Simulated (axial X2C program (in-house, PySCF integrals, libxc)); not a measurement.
Outer orbitals of O₂⁺ at 1.099 Å, TPSSh

All values were computed with an in-house relativistic program for diatomic molecules. Spin-free means the one-electron spin-free X2C Hamiltonian; two-component (2c) means X2C with spin–orbit coupling and atomic mean-field two-electron Coulomb and Gaunt terms, so the difference of the two also holds small scalar two-electron terms. Basis: O dyall-av3z [7s6p3d2f] (cores contracted in-house); Gaussian nuclei, density fitting, unrestricted open shells. Masses: O 15.995 u.

The distance is close to the 2c PBE0 minimum; the highest filled and lowest empty levels are listed.

Spin-free orbitals, state M_S = 1/2, Λ = 1 (beyond evenly filled blocks: π+α) (Löwdin shares):

```csv
symmetry,occupied,ε (eV),atomic character
σα,yes,-33.36,"53% O s, 36% O p, 9% O d"
σβ,yes,-32.10,"52% O s, 37% O p, 8% O d"
π+α,yes,-28.09,"91% O p, 5% O d"
π-α,yes,-27.64,"91% O p, 5% O d"
σα,yes,-26.99,"72% O p, 23% O s"
σβ,yes,-26.42,"71% O p, 25% O s"
π-β,yes,-26.41,"91% O p, 6% O d"
π+β,yes,-26.41,"91% O p, 6% O d"
π+α,yes,-18.81,"80% O p, 14% O d, 6% O f"
π-α,no,-17.21,"79% O p, 15% O d, 6% O f"
π+β,no,-15.61,"78% O p, 16% O d, 6% O f"
π-β,no,-15.61,"78% O p, 16% O d, 6% O f"
σα,no,-5.15,"88% O s, 9% O d"
```

Spinors with spin–orbit coupling (state Ω = 1/2):

```json
{"ω": "-1/2", "occupied": "yes", "ε (eV)": "-33.36", "atomic character": "53% O s, 36% O p, 9% O d", "λ mixture": "100% σ"}
{"ω": "1/2", "occupied": "yes", "ε (eV)": "-32.10", "atomic character": "52% O s, 37% O p, 8% O d", "λ mixture": "100% σ"}
{"ω": "1/2", "occupied": "yes", "ε (eV)": "-28.10", "atomic character": "91% O p, 5% O d", "λ mixture": "100% π"}
{"ω": "-3/2", "occupied": "yes", "ε (eV)": "-27.62", "atomic character": "91% O p, 5% O d", "λ mixture": "100% π"}
{"ω": "-1/2", "occupied": "yes", "ε (eV)": "-26.98", "atomic character": "72% O p, 23% O s", "λ mixture": "100% σ"}
{"ω": "1/2", "occupied": "yes", "ε (eV)": "-26.42", "atomic character": "71% O p, 25% O s", "λ mixture": "100% σ"}
{"ω": "-1/2", "occupied": "yes", "ε (eV)": "-26.42", "atomic character": "91% O p, 6% O d", "λ mixture": "100% π"}
{"ω": "3/2", "occupied": "yes", "ε (eV)": "-26.39", "atomic character": "91% O p, 6% O d", "λ mixture": "100% π"}
{"ω": "1/2", "occupied": "yes", "ε (eV)": "-18.81", "atomic character": "80% O p, 14% O d, 6% O f", "λ mixture": "100% π"}
{"ω": "-3/2", "occupied": "no", "ε (eV)": "-17.19", "atomic character": "79% O p, 15% O d, 6% O f", "λ mixture": "100% π"}
{"ω": "-1/2", "occupied": "no", "ε (eV)": "-15.61", "atomic character": "78% O p, 16% O d, 6% O f", "λ mixture": "100% π"}
{"ω": "3/2", "occupied": "no", "ε (eV)": "-15.59", "atomic character": "78% O p, 16% O d, 6% O f", "λ mixture": "100% π"}
{"ω": "-1/2", "occupied": "no", "ε (eV)": "-5.15", "atomic character": "88% O s, 9% O d", "λ mixture": "100% σ"}
```

Mulliken charges and populations of the two-component result (they depend on the basis, above all on diffuse functions):

O1 0.50 e (s 3.80 p 3.59 d 0.09 f 0.01), O2 0.50 e (s 3.80 p 3.59 d 0.09 f 0.01). ⟨Lz⟩ = 1.00 ħ and ⟨Sz⟩ = -0.50 ħ (-0.25 and -0.25 on the two atoms), which add up to Ω.

One determinant describes the state; a PBE0 search over occupations chose it and may have missed a lower one. Density functionals use the spin component along the axis (collinear). Without a current term, density functionals place determinants with orbital angular momentum somewhat too high. Under one Hamiltonian the search converged a single determinant, so lower ones may well exist.
